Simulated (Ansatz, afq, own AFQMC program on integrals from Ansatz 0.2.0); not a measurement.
AFQMC on a folder of integrals that Ansatz 0.2.0 wrote.

```yaml
crystal:
  periodic: [false, false, false]
  atoms:
    - {symbol: Al, position_ang: [0.000000, -0.090948, 0.494136]}
    - {symbol: N, position_ang: [0.000000, 0.080113, -1.043377]}
    - {symbol: H, position_ang: [0.000000, 1.321288, 1.271616]}
basis:
  gaussian: {orbitals: cc-pVDZ}
magnetization: {spin_polarized: true, initial_magnetization: 3}
correlation: {method: ccsd_t, electrons: outside_noble_gas, hamiltonian_folder: ham}
```

```sh
$ ansatz run in.yaml --threads 1 --pin off --events-out ev --progress --plain --max-ram 1382MiB
```

Options of the walk:

```
--method phaseless --trial hf --walkers 120 --populations 1 --least-time 40 --time-step 0.005 --steps-per-block 20 --equilibration-blocks 112 --max-blocks 600 --target-error 0.00108 --factor-cut 1e-05 --start spin_pure --seed 2098 --taylor-order 6
```

Times are imaginary, in 1/Eh. The walk had a cap of 671 s.

Log:

```
orbitals 31  electrons 6 3  factors 226 of 360
reference energy -296.78022916 Eh
CCSD correlation -0.16690684 Eh in 17 cycles, weight of the determinant in the CISD state 0.9053
energy of the start -296.780492 Eh
 block  time / (1/Eh)  mean weight  energy / Eh
     1     0.100  1.0018  -296.818520
     2     0.200  1.0017  -296.857355
     3     0.300  1.0020  -296.870606
     4     0.400  1.0014  -296.892822
     5     0.500  1.0019  -296.907063
     7     0.700  1.0003  -296.922639
     9     0.900  1.0014  -296.929770
    18     1.800  0.9991  -296.945063
    52     5.200  1.0000  -296.954474
    86     8.600  0.9984  -296.966052
   120    12.000  0.9990  -296.949821
   154    15.400  0.9990  -296.948529
   171    17.100  1.0022  -296.923458
   188    18.800  0.9957  -296.959611
   222    22.200  0.9972  -296.940055
   256    25.600  1.0028  -296.937501
   290    29.000  1.0000  -296.946871
   324    32.400  0.9987  -296.926939
   358    35.800  0.9974  -296.971724
   392    39.200  0.9997  -296.969403
   426    42.600  0.9994  -296.934836
   460    46.000  0.9992  -296.943984
   494    49.400  1.0009  -296.940629
   528    52.800  1.0010  -296.964009
   562    56.200  1.0011  -296.950792
   596    59.600  1.0004  -296.933443
   613    61.300  0.9991  -296.980915
   630    63.000  0.9985  -296.924145
   664    66.400  0.9993  -296.943576
   698    69.800  0.9990  -296.959964
blocks merged  error / Eh  count
     1  0.000582  600
     2  0.000758  300
     4  0.000991  150
     8  0.001232  75
    16  0.001408  37
    32  0.001479  18
    64  0.001768  9
energy -296.948802 +/- 0.001479 Eh
(rows thinned)
```

The run passed its tests (sampling time, drift between the halves within three errors, error under three times the target), which doesn't prove that it has relaxed.

Against this walk (error 40.2 meV) on the same determinant: CCSD(T) 46.9 meV lower (within the noise), CCSDT(Q) 80.2 meV lower (within the noise), a separate phaseless walk with a CISD trial and standard settings 60.5 ± 41.3 meV lower (within the noise). The error is statistical and leaves out the bias of the constraint.

Cautions: constraint bias not in the error; error above the target (40.2 against 29.4 meV); lower spins were not checked.

The walk took 3.1 min on 1 thread of Arm Neoverse V1 (shared host). The log's last line is the phaseless energy.

CCSDT and higher add their correlation energy to the determinant of the CCSD(T) run, since their own runs factorise the integrals more tightly (a shift of under 2 meV). A walk keeps the symmetry of its determinant, which the program's search chose and which needn't be the lowest solution, so a lower state of the same spin and another symmetry isn't excluded.
